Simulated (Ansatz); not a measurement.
Coupled-cluster diagnostics for BH2Cl, Ansatz.

Geometry of the singlet (PBE0-D4/def2-TZVP):

Cartesian coordinates in Å:
```
B 0.0149 -0.1410 -0.0557
H -0.6151 -1.0148 0.4506
H 0.7556 -0.3075 -0.9725
Cl -0.1554 1.4633 0.5776
```

Correlated methods freeze 6 core orbitals. In CCSD on the charge 1 doublet the largest single amplitude is 0.19, so its Hartree–Fock determinant may place the open shell otherwise than the density functionals do.

(1) Estimate the CCSD(T) correlation energy, the shares of MP2 and (T), T1 and the reference's ⟨S²⟩ for: charge 0, singlet, own geometry in def2-TZVPP; charge 0, singlet, own geometry in def2-TZVPD; charge 1, doublet, vertical in def2-TZVPP; charge -1, doublet, vertical in def2-TZVPD; and the rough time on 4 threads of Arm Neoverse V1 on a shared host.

Answers

(1) 
```tsv
state	basis	correlation (eV)	MP2 share (%)	(T) share (%)	T1	⟨S²⟩ (pure)	wall time	remarks
charge 0, singlet, own geometry	def2-TZVPP	-9.184	87.3	3.7	0.012	0.00 (0.00)	0.7 s	–
charge 0, singlet, own geometry	def2-TZVPD	-9.040	86.7	3.8	0.012	0.00 (0.00)	0.75 s	–
charge 1, doublet, vertical	def2-TZVPP	-8.378	83.1	3.9	0.043	0.77 (0.75)	1.9 s	–
charge -1, doublet, vertical	def2-TZVPD	-9.639	87.2	3.9	0.010	0.76 (0.75)	2.3 s	HOMO above zero
```
Customary marks for T1 are 0.02 (closed shells), 0.045 (open shells) and about 0.05 (3d metals). T1 exceeds 0.02 in 1 of 4 rows and 0.045 in 0; the higher it lies, the less the single-reference result can be trusted.
